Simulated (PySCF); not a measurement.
dimethyl ether (C2H6O), SMILES COC. Atoms are numbered in the order given.

```xyz
9

C      1.1601     0.0000    -0.1937
O      0.0000     0.0000     0.5882
C     -1.1601     0.0000    -0.1937
H      1.2140     0.8907    -0.8363
H      1.2140    -0.8907    -0.8363
H      2.0155     0.0000     0.4822
H     -1.2140     0.8907    -0.8363
H     -2.0155     0.0000     0.4822
H     -1.2140    -0.8907    -0.8363
```

Coordinates come from a PBE0-D3(BJ)/def2-TZVP optimisation.

Two levels are set side by side: PBE/pcJ-1 (PySCF) and B3LYP/pcJ-1 (PySCF). One-bond couplings, all four terms, same geometry. Isotopes: 13C, 17O, 1H. Differences are taken from unrounded values.

```csv
quantity,B3LYP
"¹J(C1,H4) (Hz)",141.6
"¹J(C1,H5) (Hz)",141.6
"¹J(C1,H6) (Hz)",148.8
"¹J(C3,H7) (Hz)",141.6
"¹J(C3,H8) (Hz)",148.8
"¹J(C3,H9) (Hz)",141.6
```

Q: What does PBE give, and how far is it from B3LYP? (Estimate from the structure and the level; the computed values follow.)

A: 
```csv
quantity,PBE,PBE minus B3LYP
"¹J(C1,H4) (Hz)",128.6,-13.0
"¹J(C1,H5) (Hz)",128.6,-13.0
"¹J(C1,H6) (Hz)",136.4,-12.3
"¹J(C3,H7) (Hz)",128.6,-13.0
"¹J(C3,H8) (Hz)",136.4,-12.3
"¹J(C3,H9) (Hz)",128.6,-13.0
```

Rough cost on one machine, each run with all the roots and properties that it gave: B3LYP against PBE within a factor of 2.
